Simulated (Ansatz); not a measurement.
Wavefunction ladder for `C[OH+]C`

```json
{"atom": "C1", "x (Å)": "0.622", "y (Å)": "0.930", "z (Å)": "-0.589"}
{"atom": "O2", "x (Å)": "-0.439", "y (Å)": "-0.088", "z (Å)": "-0.469"}
{"atom": "C3", "x (Å)": "-0.370", "y (Å)": "-0.988", "z (Å)": "0.698"}
{"atom": "H4", "x (Å)": "0.597", "y (Å)": "1.575", "z (Å)": "0.289"}
{"atom": "H5", "x (Å)": "0.416", "y (Å)": "1.472", "z (Å)": "-1.508"}
{"atom": "H6", "x (Å)": "1.553", "y (Å)": "0.375", "z (Å)": "-0.664"}
{"atom": "H7", "x (Å)": "-1.323", "y (Å)": "0.303", "z (Å)": "-0.568"}
{"atom": "H8", "x (Å)": "-0.421", "y (Å)": "-0.393", "z (Å)": "1.609"}
{"atom": "H9", "x (Å)": "0.575", "y (Å)": "-1.515", "z (Å)": "0.604"}
{"atom": "H10", "x (Å)": "-1.210", "y (Å)": "-1.671", "z (Å)": "0.600"}
```

The species carries charge 1 and has multiplicity 1. Geometry: relaxed with PBE0-D4/def2-TZVP. Frozen core, restricted reference, the Gaussian-basis code of Ansatz. CBS rows extrapolate triple and quadruple zeta.

```json
{"basis": "def2-SVP", "HF (Eh)": "-154.27365", "MP2 corr.": "-0.47166", "CCSD corr.": "-0.51377", "(T)": "-0.01195", "CCSD(T) total": "-154.79937"}
{"basis": "def2-TZVPP", "HF (Eh)": "-154.45481", "MP2 corr.": "-0.58635", "CCSD corr.": "-0.62131", "(T)": "?", "CCSD(T) total": "?"}
{"basis": "def2-QZVPP", "HF (Eh)": "-154.46242", "MP2 corr.": "-0.62701", "CCSD corr.": "-0.65523", "(T)": "-0.02298", "CCSD(T) total": "-155.14063"}
{"basis": "CBS(def2)", "HF (Eh)": "-154.46347", "MP2 corr.": "-0.65713", "CCSD corr.": "?", "(T)": "-0.02477", "CCSD(T) total": "?"}
{"basis": "cc-pV(D+d)Z", "HF (Eh)": "-154.39860", "MP2 corr.": "?", "CCSD corr.": "?", "(T)": "-0.01220", "CCSD(T) total": "?"}
{"basis": "cc-pV(T+d)Z", "HF (Eh)": "-154.44936", "MP2 corr.": "-0.58863", "CCSD corr.": "-0.62292", "(T)": "-0.02086", "CCSD(T) total": "-155.09314"}
{"basis": "cc-pV(Q+d)Z", "HF (Eh)": "-154.46034", "MP2 corr.": "-0.62846", "CCSD corr.": "-0.65649", "(T)": "-0.02303", "CCSD(T) total": "-155.13986"}
{"basis": "CBS(cc)", "HF (Eh)": "-154.46365", "MP2 corr.": "-0.65682", "CCSD corr.": "-0.68038", "(T)": "-0.02456", "CCSD(T) total": "-155.16859"}
```

Question: Fill in the withheld values. (Estimate.)

Answer: The calculation gave: def2-TZVPP (T): -0.02057; def2-TZVPP CCSD(T) total: -155.09669; CBS(def2) CCSD corr.: -0.68037; CBS(def2) CCSD(T) total: -155.16861; cc-pV(D+d)Z MP2 corr.: -0.47239; cc-pV(D+d)Z CCSD corr.: -0.51487; cc-pV(D+d)Z CCSD(T) total: -154.92567.
